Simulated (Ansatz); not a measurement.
**C₆H₁₂: vertical ionisation energy**

How much energy removes an electron from C₆H₁₂ at fixed geometry? The cation is run at each level and the neutral's energy taken from earlier runs.

The runs use Ansatz 0.2.0, Gaussian basis; unrestricted cation, the program's frozen cores in correlated methods.

The runs, in order: UKS PBE-D4/def2-TZVPP; UKS r2SCAN-D4/def2-TZVPP; UKS PBE0-D4/def2-TZVPP; UKS B3LYP-D4/def2-TZVPP; UKS wB97X-V/def2-TZVPP; UKS wB97M-V/def2-TZVPP; UKS B2PLYP/def2-TZVPP; UHF-CCSD(T)/def2-TZVPP; UHF-MP2/def2-QZVPP; extrapolation to the limit; then −ε(HOMO) from the neutral's earlier runs with LDA (SPW92), PBE-D4, revPBE-D4, BLYP-D4, r2SCAN-D4, B97M-V, PBE0-D4, B3LYP-D4, r2SCANh-D4, r2SCAN0-D4, HSE06-D4, BHLYP-D4, CAM-B3LYP-D4, LC-ωPBE, ωB97X-V, ωB97M-V.

### Step 1. Structure used throughout

All runs share one geometry, relaxed beforehand with PBE0-D4 in a triple-zeta def2 set.

18 atoms, charge 0, spin multiplicity 1.

Atoms are counted from 1 here; the program's logs count them from 0.

Bond lengths: C1–C2 1.491 Å, C1–H7 1.095 Å, C1–H8 1.090 Å, C1–H9 1.095 Å, C2–C3 1.330 Å, C2–H10 1.088 Å, C3–C4 1.497 Å, C3–H11 1.090 Å, C4–C5 1.526 Å, C4–C6 1.526 Å, C4–H12 1.094 Å, C5–H13 1.093 Å, C5–H14 1.094 Å, C5–H15 1.092 Å, C6–H16 1.094 Å, C6–H17 1.092 Å, C6–H18 1.093 Å. Angles: C2–C1–H7 110.7°, C2–C1–H8 112.9°, C2–C1–H9 110.7°, H7–C1–H8 107.9°, H7–C1–H9 106.5°, H8–C1–H9 107.9°, C1–C2–C3 127.7°, C1–C2–H10 115.1°, C3–C2–H10 117.2°, C2–C3–C4 128.2°, C2–C3–H11 117.5°, C4–C3–H11 114.3°, C3–C4–C5 110.3°, C3–C4–C6 110.3°, C3–C4–H12 109.3°, C5–C4–C6 110.7°, C5–C4–H12 108.1°, C6–C4–H12 108.1° and more.

### Step 2. Cation, UKS PBE-D4/def2-TZVPP

Contents of in.yaml:

```yaml
crystal:
  periodic: [false, false, false]
  atoms:
    - {symbol: C, position_ang: [1.246895, -1.934814, -1.000741]}
    - {symbol: C, position_ang: [1.663371, -0.679905, -0.310659]}
    - {symbol: C, position_ang: [0.879895, 0.276681, 0.178729]}
    - {symbol: C, position_ang: [-0.615272, 0.345005, 0.165878]}
    - {symbol: C, position_ang: [-1.082817, 1.567930, -0.618758]}
    - {symbol: C, position_ang: [-1.155694, 0.380194, 1.593011]}
    - {symbol: H, position_ang: [1.674675, -1.983195, -2.007329]}
    - {symbol: H, position_ang: [0.164991, -2.030481, -1.091931]}
    - {symbol: H, position_ang: [1.617994, -2.813510, -0.463348]}
    - {symbol: H, position_ang: [2.737908, -0.546744, -0.203200]}
    - {symbol: H, position_ang: [1.364538, 1.129506, 0.654328]}
    - {symbol: H, position_ang: [-1.014547, -0.547021, -0.326195]}
    - {symbol: H, position_ang: [-2.174170, 1.633921, -0.626849]}
    - {symbol: H, position_ang: [-0.696678, 2.487001, -0.167116]}
    - {symbol: H, position_ang: [-0.733068, 1.532163, -1.652649]}
    - {symbol: H, position_ang: [-0.772437, 1.253858, 2.129299]}
    - {symbol: H, position_ang: [-0.858138, -0.510252, 2.150776]}
    - {symbol: H, position_ang: [-2.247434, 0.439672, 1.596745]}
basis:
  gaussian: {orbitals: def2-TZVPP}
total_charge: 1
magnetization: {spin_polarized: true, initial_magnetization: 1}
hamiltonian: {xc: pbe, dispersion: d4}
```

Launch:

```
> ansatz run in.yaml --threads 2 --pin off --events-out ev --progress --plain --max-ram 32768MiB --backend cuda --devices 0, --max-vram 18GiB
```

Further steps of the session: Cation, UKS r2SCAN-D4/def2-TZVPP; Cation, UKS PBE0-D4/def2-TZVPP; Cation, UKS B3LYP-D4/def2-TZVPP; Cation, UKS wB97X-V/def2-TZVPP; Cation, UKS wB97M-V/def2-TZVPP; Cation, UKS B2PLYP (frozen core)/def2-TZVPP; Cation, UHF-CCSD(T)/def2-TZVPP; Cation, UHF-MP2/def2-QZVPP.

**Question.** What will the summary of the whole plan be? Wanted: ionisation energy, CCSD(T)/CBS; nearest functional by difference; nearest −ε(HOMO); −ε(HOMO) of PBE; T1 of the cation.

The runs gave:

| quantity | value |
| --- | --- |
| ionisation energy, CCSD(T)/CBS | 9.34 eV |
| nearest functional by difference | B2PLYP (-0.30 eV) |
| nearest −ε(HOMO) | ωB97X-V (-0.09 eV) |
| −ε(HOMO) of PBE | 5.82 eV |
| T1 of the cation | 0.018 |

Energy differences with functionals land within 0.52 eV of the reference. −ε(HOMO) of PBE misses by 3.5 eV, since self-interaction lifts the level. Among orbital estimates ωB97X-V comes nearest. Hartree-Fock falls 1.60 eV short, as the neutral has more correlation energy than the cation. The cation may have settled in a state other than its lowest; no search over hole states beyond the program's own was made.
